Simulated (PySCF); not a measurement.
We consider rock-salt MgO, described by LNO-CCSD(T) (PySCF, GTH pseudopotentials, Gaussian basis, DZ basis).

The same calculation (at the measured cell, 9.307 Å³/atom) with different numerical settings; throughout: k mesh 2×2×2:

```csv
run,LNO threshold,total energy (eV/atom),rough time
1,3e-05,-1077.4174,3 core-min
2,1e-05,-1077.4248,10 core-min
3,3e-06,-1077.4297,30 core-min
```

In the column total energy (eV/atom) the first row differs from the last by +0.0123 and the next to last by +0.0049.

The last row is no converged limit: other settings stay fixed.
